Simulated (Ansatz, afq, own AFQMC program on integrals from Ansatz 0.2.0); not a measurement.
AlSi, quartet in cc-pVDZ, levels against full CI

```yaml
atoms:
  - { symbol: Si, position_ang: [0.0000, 0.0000, 0.0000] }
  - { symbol: Al, position_ang: [0.0000, 0.0000, 3.9170] }
```

Basis cc-pVDZ. Noble-gas cores (and the filled d shells of Ga–Kr and In–Xe) are frozen. AFQMC by an in-house program on the Cholesky factors that Ansatz 0.2.0 writes for its CCSD(T) run. The CISD trial takes its coefficients from CCSD amplitudes. Released means that phaseless walkers are propagated on without the constraint, phases kept. Uncertainties: one standard error, sampling alone.

Determinant: UHF, the one that the program's search chose, which needn't be the lowest solution. The geometry is a point of a scan.

Full CI on the same integrals is exact in this basis and with this determinant's frozen core.

Cautions: lower spins were not checked; the released energies have errors that jump between times, so the bars are unsure, so no released level is given (meV from the phaseless value at times in 1/Eh: 2 ± 9 at 0.24, -7.8 ± 2.5 at 0.51, 39 ± 50 at 0.99, -16 ± 3 at 1.62, -16.6 ± 2.1 at 2.40).

The T1 diagnostic is 0.0366 and the weight of the determinant in the CISD state is 0.854. The ⟨S²⟩ of the determinant is 3.777 and the size of the correlated space is 7 electrons in 26 orbitals.

```csv
level,correlation energy (eV)
MP2,-2.1930
CCSD,-3.1487
CCSD(T),-3.2337
```

**Question.** Estimate where phaseless AFQMC with a CISD trial lies against CCSD(T) on the same integrals.

**Answer.** 2.2 ± 0.3 kJ/mol below CCSD(T).

Reference: full CI, correlation energy -3.353 eV.

| level | E − E(reference) (kJ/mol) | share of correlation (%) |
| --- | --- | --- |
| CCSD(T) | 11.5 | 96.44 |
| CCSDT | 2.7 | 99.18 |
| CCSDT(Q) | 0.0 | 100.00 |
| CCSDTQ | 0.1 | 99.96 |
| ph-AFQMC/CISD | 9.3 ± 0.3 | 97.12 |

CCSDT and higher add their correlation energy to the determinant of the CCSD(T) run, since their own runs factorise the integrals more tightly (a shift of under 2 meV). A walk keeps the symmetry of its determinant, which the program's search chose and which needn't be the lowest solution, so a lower state of the same spin and another symmetry isn't excluded.
